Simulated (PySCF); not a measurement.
How the method moves the adiabatic energies of losing or gaining an electron of amide

Structure: `[NH2-]` ([NH2]-).

All levels share the PBE0-D3(BJ)/ma-def2-SVP structures and the PBE0-D3(BJ)/ma-def2-SVP thermal terms; only the single-point energies (PySCF) change. Values are adiabatic energies of losing or gaining an electron (0 K, eV).

| level | detachment energy to the radical | abs. error |
| --- | --- | --- |
| HF/ma-def2-TZVP | -1.10 | 1.86 |
| PBE0-D3(BJ)/cc-pVDZ | -1.05 | 1.82 |
| PBE0-D3(BJ)/6-31G* | -0.97 | 1.74 |
| PBE0-D3(BJ)/def2-SV(P) | -0.93 | 1.70 |
| PBE0-D3(BJ)/def2-SVP | -0.92 | 1.69 |
| PBE0-D3(BJ)/6-31G | -0.89 | 1.65 |
| PBE0-D3(BJ)/pcseg-1 | -0.57 | 1.33 |
| PBE0-D3(BJ)/cc-pVTZ | -0.33 | 1.09 |
| PBE0-D3(BJ)/def2-TZVP | 0.01 | 0.76 |
| PBE0-D3(BJ)/def2-TZVPP | 0.01 | 0.75 |
| PBE0-D3(BJ)/pcseg-2 | 0.19 | 0.58 |
| PBE0-D3(BJ)/def2-SVPD | 0.25 | 0.52 |
| BHandHLYP/ma-def2-TZVP | 0.26 | 0.50 |
| PBE0-D3(BJ)/def2-QZVP | 0.28 | 0.49 |
| PBE0-D3(BJ)/def2-TZVPD | 0.38 | 0.39 |
| PBE0-D3(BJ)/6-31+G* | 0.41 | 0.35 |
| M06-L/ma-def2-TZVP (grid 3) | 0.44 | 0.33 |
| PBE0-D3(BJ)/def2-QZVPPD | 0.46 | 0.31 |
| PBE0-D3(BJ)/ma-def2-SVP | 0.48 | 0.29 |
| PBE0-D3(BJ)/6-311+G** | 0.49 | 0.28 |
| TPSSh-D3(BJ)/ma-def2-TZVP (grid 3) | 0.49 | 0.28 |
| PBE0-D3(BJ)/6-311++G(2d,2p) | 0.50 | 0.26 |
| r2SCAN-D3(BJ)/ma-def2-TZVP (grid 3) | 0.51 | 0.26 |
| HSE06/ma-def2-TZVP | 0.52 | 0.25 |
| PBE0-D3(BJ)/ma-def2-TZVP | 0.52 | 0.25 |
| LC-ωPBE/ma-def2-TZVP | 0.54 | 0.22 |
| PBE0-D3(BJ)/aug-cc-pVDZ | 0.55 | 0.22 |
| PBE0-D3(BJ)/jun-cc-pV(T+d)Z | 0.55 | 0.21 |
| PBE0-D3(BJ)/aug-cc-pVTZ | 0.56 | 0.21 |
| B97-2/ma-def2-TZVP | 0.57 | 0.20 |
| PBE0-D3(BJ)/aug-cc-pVQZ | 0.57 | 0.20 |
| TPSS-D3(BJ)/ma-def2-TZVP (grid 3) | 0.58 | 0.19 |
| M06/ma-def2-TZVP (grid 3) | 0.58 | 0.18 |
| PBE0-D3(BJ)/aug-pcseg-1 | 0.59 | 0.18 |
| OPBE/ma-def2-TZVP | 0.59 | 0.18 |
| M06-2X/ma-def2-TZVP (grid 3) | 0.63 | 0.13 |
| ωB97X-D3(BJ)/ma-def2-TZVP | 0.66 | 0.10 |
| CAM-B3LYP-D3(BJ)/ma-def2-TZVP | 0.67 | 0.10 |
| B3LYP-D3(BJ)/ma-def2-TZVP | 0.72 | 0.05 |
| ωB97M-D3(BJ)/ma-def2-TZVP (grid 3) | 0.73 | 0.03 |
| BLYP-D3(BJ)/ma-def2-TZVP | 0.78 | 0.01 |
| PBE-D3(BJ)/ma-def2-TZVP | 0.80 | 0.03 |
| BP86-D3(BJ)/ma-def2-TZVP | 0.92 | 0.15 |
| LDA/ma-def2-TZVP | 1.15 | 0.39 |
| ATcT 1.112 | 0.77 |  |

Hartree-Fock leaves out electron correlation, so its ionisation energies and electron affinities from energy differences mostly come out too low, often by 1 eV or more, where an electron pair is broken or made.

The spread: 2.25 eV, from -1.10 to 1.15.
